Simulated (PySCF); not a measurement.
C4H4F2.
Bonds: C1–C2 (triple), C2–C3, C3–C4, C4–F5, C4–F6. Hydrogens: H7 on C1; H8, H9 on C3; H10 on C4.

The same species was optimised twice, with GFN2-xTB and with PBE0-D3(BJ)/def2-SVP (PySCF), and the same property calculations (PySCF, gas phase) were run on both structures.

```tsv
coordinate	GFN2-xTB	PBE0-D3(BJ)/def2-SVP	change
C1≡C2 (Å)	1.196	1.210	+0.014
C3–C4 (Å)	1.526	1.516	-0.010
C4–F6 (Å)	1.353	1.347	-0.006
C4–F5 (Å)	1.357	1.352	-0.005
C2–C3 (Å)	1.449	1.454	+0.005
C2–C3–C4 (°)	111.0	113.4	+2.4
F5–C4–F6 (°)	106.1	108.0	+1.9
C3–C4–F5 (°)	110.2	108.7	-1.5
C3–C4–F6 (°)	111.3	110.3	-1.0
C1–C2–C3 (°)	179.0	179.5	+0.5
C2–C3–C4–F5 (°)	170	178	+8
```

Rotational constants: A = 8596, B = 2090, C = 1797 MHz (GFN2-xTB) against A = 8790, B = 2094, C = 1785 MHz (PBE0-D3(BJ)/def2-SVP). Point groups within 0.08 Å: C1 and C1.

On the GFN2-xTB structure: isotropic polarisability (au) 47.8 [CAM-B3LYP/def2-SVPD]; HOMO (eV) -9.69 [CAM-B3LYP/def2-SVPD]; LUMO (eV) 1.25 [CAM-B3LYP/def2-SVPD]; dipole (D) 1.99 [CAM-B3LYP/def2-SVPD]; HOMO (eV) -8.25 [PBE0/pcSseg-1]; LUMO (eV) 0.78 [PBE0/pcSseg-1]; dipole (D) 1.83 [PBE0/pcSseg-1]; GIAO shielding of C1 (ppm) 107.7 [PBE0/pcSseg-1]; GIAO shielding of C2 (ppm) 105.6 [PBE0/pcSseg-1]; GIAO shielding of C3 (ppm) 158.2 [PBE0/pcSseg-1]; GIAO shielding of C4 (ppm) 64.2 [PBE0/pcSseg-1]; GIAO shielding of F5/F6 (mean) (ppm) 300.6 [PBE0/pcSseg-1].

Problem. What do these properties become on the PBE0-D3(BJ)/def2-SVP structure?

Solution. 
```
                                    property                level  on GFN2-xTB  on PBE0-D3(BJ)/def2-SVP  change
               isotropic polarisability (au)  CAM-B3LYP/def2-SVPD         47.8                     48.5    +0.7
                                   HOMO (eV)  CAM-B3LYP/def2-SVPD        -9.69                    -9.59   +0.10
                                   LUMO (eV)  CAM-B3LYP/def2-SVPD         1.25                     1.22   -0.03
                                  dipole (D)  CAM-B3LYP/def2-SVPD         1.99                     1.91   -0.08
energy, GFN2-xTB geometry as zero (kcal/mol)  CAM-B3LYP/def2-SVPD          0.0                     -0.6    -0.6
                                   HOMO (eV)        PBE0/pcSseg-1        -8.25                    -8.16   +0.09
                                   LUMO (eV)        PBE0/pcSseg-1         0.78                     0.69   -0.09
                                  dipole (D)        PBE0/pcSseg-1         1.83                     1.75   -0.08
energy, GFN2-xTB geometry as zero (kcal/mol)        PBE0/pcSseg-1          0.0                     -0.4    -0.4
                  GIAO shielding of C1 (ppm)        PBE0/pcSseg-1        107.7                    106.0    -1.7
                  GIAO shielding of C2 (ppm)        PBE0/pcSseg-1        105.6                    105.3    -0.3
                  GIAO shielding of C3 (ppm)        PBE0/pcSseg-1        158.2                    156.8    -1.4
                  GIAO shielding of C4 (ppm)        PBE0/pcSseg-1         64.2                     66.9    +2.7
        GIAO shielding of F5/F6 (mean) (ppm)        PBE0/pcSseg-1        300.6                    305.0    +4.4
```

The heavy atoms differ by 0.072 Å rms after alignment. Among bonds between heavy atoms C1≡C2 changes most (+0.014 Å). Changes are differences of the printed values. Neither structure is proved a minimum here.

The values belong to the conformer `[CH:1]#[C:2][CH2:3][CH:4]([F:5])[F:6]`: C2–C3–C4–F5 178°.
